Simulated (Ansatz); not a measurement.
# CHAlO+ (doublet): wave-function methods side by side, def2-TZVPP

The task here is to estimate one member of a computed series from the others.

Method: def2-TZVPP, core rule «outside noble gas», up to 7 orbitals frozen; program: Ansatz 0.2.0, Gaussian basis.

Plan: UHF; ROHF; CCSD(T) on UHF.

2 further runs of the same task are left out: 2 set aside as unsound or not needed.

**The system**

The geometry is a PBE0/def2-TZVP stationary point (not a proven minimum) of the parent state, kept for this charge and spin.

4 atoms, charge 1, spin multiplicity 2.

Atoms are counted from 1 here; the program's logs count them from 0.

Bond lengths: C1–Al2 1.941 Å, Al2–O3 1.648 Å, O3–H4 0.948 Å. Angles: C1–Al2–O3 180.0°, Al2–O3–H4 180.0°.

The first run:

Input file in.yaml:

```yaml
crystal:
  periodic: [false, false, false]
  atoms:
    - {symbol: C, position_ang: [0.000000, 0.000000, -2.516875]}
    - {symbol: Al, position_ang: [0.000000, 0.000000, -0.575575]}
    - {symbol: O, position_ang: [0.000000, 0.000000, 1.072125]}
    - {symbol: H, position_ang: [0.000000, 0.000000, 2.020325]}
basis:
  gaussian: {orbitals: def2-TZVPP}
total_charge: 1
magnetization: {spin_polarized: true, initial_magnetization: 1}
hamiltonian: {xc: hf}
output: {orbitals: {seedname: orbitals}}
```

Started as:

```bash
ansatz run in.yaml --threads 1 --pin off --events-out ev --progress --plain --max-ram 2560MiB --backend cpu
```

Among the steps run: UHF; ROHF; CCSD(T) on UHF.

One of the session's tables, all rows but one given; the rest of the session is left out.

It belongs to the step «Misses and costs». 

```
  method  from UCCSD(T) (kJ/mol)
    ROHF                 +1120.4
     UHF                 +1057.5
    UMP2                  +116.4
   UCCSD                       ?
UCCSD(T)                       0
```

Estimate the missing values for UCCSD.

As computed: from UCCSD(T) (kJ/mol): +41.8. In the column «from UCCSD(T) (kJ/mol)» it lies between UCCSD(T) (0) and UMP2 (+116.4).

The program flags UCCSD(T) as in doubt (see the logs), so the zero of the table is itself unsure.

Limits of these values: The determinant is far from a pure spin state, so its energy mixes those of several spin states (harmless only where they are near-degenerate, as at dissociation). The program flags UCCSD(T) as in doubt, so the zero of the table is itself unsure.
